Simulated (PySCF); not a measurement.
We consider rock-salt KI, described by MP2 in PySCF (GTH pseudopotentials, Gaussian basis, DZ basis).

The same calculation (at the measured cell, 44.090 Å³/atom) with different numerical settings:

```csv
run,k mesh,correlation energy (eV/atom),total energy (eV/atom)
1,2×2×2,-2.1498,-538.7678
2,3×3×3,-2.2145,-538.6864
3,4×4×4,-2.2280,-538.6525
```

In the column total energy (eV/atom) the first row differs from the last by -0.1153 and the next to last by -0.0339.

The last row is no converged limit: other settings stay fixed.
